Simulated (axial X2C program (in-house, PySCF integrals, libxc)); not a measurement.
Spin–orbit effects along a row: molecules with H, MP2

All values come from calculations with an axial X2C code built on PySCF integrals, spin-free (one-electron X2C) or two-component (2c: spin–orbit coupling with atomic mean-field Coulomb and Gaunt terms, which also bring small scalar terms), in Dyall basis sets with cores contracted in-house; open shells are unrestricted.

Basis sets: Al dyall-v3z, Cl dyall-av3z, H dyall-v3z, Mg dyall-cv3z, P dyall-v3z, Si dyall-v3z. Frozen shells (counts by l): MgH Mg 2s1p, H none, 3 electrons correlated; AlH Al 2s1p, H none, 4 electrons correlated; SiH Si 2s1p, H none, 5 electrons correlated; PH P 2s1p, H none, 6 electrons correlated; HCl Cl 2s1p, H none, 8 electrons correlated. Where the outer core of a metal is frozen, bonds come out longer and ionisation energies lower. Frozen cores can differ along the series, which adds to the trend.

| molecule | spin-free state | Re (Å) | ωe (cm⁻¹) | De (eV) | 2c state | Re 2c (Å) | ωe 2c (cm⁻¹) | De 2c (eV) |
| --- | --- | --- | --- | --- | --- | --- | --- | --- |
| MgH | M_S = 1/2, Λ = 0 | 1.726 | 1557.7 | 1.38 | Ω = 1/2 | 1.726 | 1557.5 | 1.38 |
| AlH | M_S = 0, Λ = 0 | 1.651 | 1715.2 | 2.98 | Ω = 0 | 1.651 | 1715.0 | 2.98 |
| SiH | M_S = 1/2, Λ = 1 | 1.521 | 2089.3 | 2.92 | Ω = 1/2 | 1.521 | 2088.7 | 2.94 |
| PH | M_S = 1, Λ = 0 | 1.421 | 2423.0 | 2.85 | Ω = 1 | 1.421 | 2422.5 | 2.85 |
| HCl | M_S = 0, Λ = 0 | 1.275 | 3042.7 | 4.55 | Ω = 0 | 1.275 | 3042.0 | 4.51 |

Each entry is the lowest single determinant of a limited PBE0 search at one distance. De goes to single-determinant-based atoms at the same level (for ions the charge split of lowest energy) and is withheld (n/a) where an atom does not fit its ground term or J level. Main or longest-lived isotopes. One determinant is a doubtful description, or other states lie close, for PH; these need not be ground states, and all values refer to the states named. Some open-shell Ω = 0 determinants are out of reach, so the Ω given for PH need not be the lowest component. With several unpaired electrons the Ω given is that of one determinant, not necessarily of the lowest component. Some light 2c atoms are not at their ground J level, so De misses part of their lowering (0.04 eV or less).
